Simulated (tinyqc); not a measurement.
Inside a calculation. Method: MP2 on RHF in the sto-3g basis, frozen core, for H2O, spin multiplicity 1. One step of it, computed by the program tinyqc.

Problem. Second-order Moller-Plesset energy. E2 = sum_ijab (ia|jb) [2 (ia|jb) - (ib|ja)] / (e_i + e_j - e_a - e_b) over occupied i, j and virtual a, b; the opposite-spin part is (ia|jb)^2 / denominator, the rest is same-spin, and SCS-MP2 scales them by 6/5 and 1/3.

orbital energies (hartree): [-20.243451, -1.244151, -0.599203, -0.441166, -0.386722, 0.557566, 0.699509]

Two-electron integrals over orbitals (pq|rs), unique and non-zero (hartree); the lowest 1 orbital is frozen and left out:
```
(22|22) 0.724152    (32|32) 0.140748    (33|22) 0.634169    (33|33) 0.619481
(42|22) -0.004863   (42|33) 0.006219    (42|42) 0.126918    (43|32) 0.023382
(43|43) 0.048924    (44|22) 0.674256    (44|33) 0.588383    (44|42) -0.103271
(44|44) 0.763555    (52|52) 0.146204    (53|53) 0.027875    (54|52) -0.045577
(54|54) 0.053582    (55|22) 0.748856    (55|33) 0.619127    (55|42) -0.071715
(55|44) 0.720648    (55|55) 0.880159    (62|22) 0.139342    (62|33) 0.071400
(62|42) 0.024029    (62|44) 0.082745    (62|55) 0.154269    (62|62) 0.099324
(63|32) -0.041685   (63|43) -0.031903   (63|63) 0.074367    (64|22) 0.103760
(64|33) 0.043993    (64|42) -0.033662   (64|44) 0.124483    (64|55) 0.124492
(64|62) 0.062147    (64|64) 0.074831    (65|52) 0.057479    (65|54) 0.000323
(65|65) 0.037339    (66|22) 0.604463    (66|33) 0.563347    (66|42) 0.056515
(66|44) 0.545686    (66|55) 0.582855    (66|62) 0.093690    (66|64) 0.046228
(66|66) 0.590305    (72|32) 0.045242    (72|43) -0.032375   (72|63) 0.033688
(72|72) 0.064008    (73|22) 0.147347    (73|33) 0.089892    (73|42) -0.075326
(73|44) 0.157371    (73|55) 0.194197    (73|62) 0.075151    (73|64) 0.083539
(73|66) 0.039480    (73|73) 0.153641    (74|32) -0.075207   (74|43) -0.001882
(74|63) 0.047903    (74|72) -0.017262   (74|74) 0.068511    (75|53) 0.023827
(75|75) 0.024829    (76|32) 0.096431    (76|43) 0.052187    (76|63) -0.067478
(76|72) -0.007253   (76|74) -0.058352   (76|76) 0.116020    (77|22) 0.620121
(77|33) 0.601915    (77|42) -0.016617   (77|44) 0.601866    (77|55) 0.622210
(77|62) 0.067323    (77|64) 0.044956    (77|66) 0.560344    (77|73) 0.096702
(77|77) 0.614009
```

Hartree-Fock energy = -74.96315048 hartree

Give: Terms; Pair energies; MP2 correlation energy; SCS-MP2 correlation energy; MP2 total energy.

Solution.

Terms:
```
i  j  a  b  (ia|jb)  (ib|ja)  denominator       term
3  3  7  7   0.1536   0.1536      -2.5974    -0.0091
3  4  7  6   0.0835   0.0479      -2.2974    -0.0043
4  3  6  7   0.0835   0.0479      -2.2974    -0.0043
3  2  7  6   0.0752   0.0337      -3.1004    -0.0028
2  3  6  7   0.0752   0.0337      -3.1004    -0.0028
4  4  6  6   0.0748   0.0748      -1.9975    -0.0028
2  2  6  6   0.0993   0.0993      -3.6034    -0.0027
3  3  6  6   0.0744   0.0744      -2.3135    -0.0024
4  4  7  7   0.0685   0.0685      -2.2813    -0.0021
4  2  6  6   0.0621   0.0621      -2.8004    -0.0014
2  4  6  6   0.0621   0.0621      -2.8004    -0.0014
2  2  7  7   0.0640   0.0640      -3.8873    -0.0011
5  5  6  6   0.0373   0.0373      -1.8886    -0.0007
5  5  7  7   0.0248   0.0248      -2.1725  -2.84e-04
4  3  7  6   0.0479   0.0835      -2.2974  -2.56e-04
3  4  6  7   0.0479   0.0835      -2.2974  -2.56e-04
2  4  7  7  -0.0173  -0.0173      -3.0843  -9.66e-05
4  2  7  7  -0.0173  -0.0173      -3.0843  -9.66e-05
3  2  6  7   0.0337   0.0752      -3.1004   8.45e-05
2  3  7  6   0.0337   0.0752      -3.1004   8.45e-05
```

Pair energies (hartree; pair i-j sums ij and ji):
```
pair  opposite spin  same spin
2-2         -0.0038     0.0000
3-2         -0.0044    -0.0011
3-3         -0.0115     0.0000
4-2         -0.0030     0.0000
4-3         -0.0081    -0.0011
4-4         -0.0049     0.0000
5-5         -0.0010     0.0000
```

MP2 correlation energy = -0.038767 hartree

SCS-MP2 correlation energy = -0.044601 hartree

MP2 total energy = -75.001918 hartree
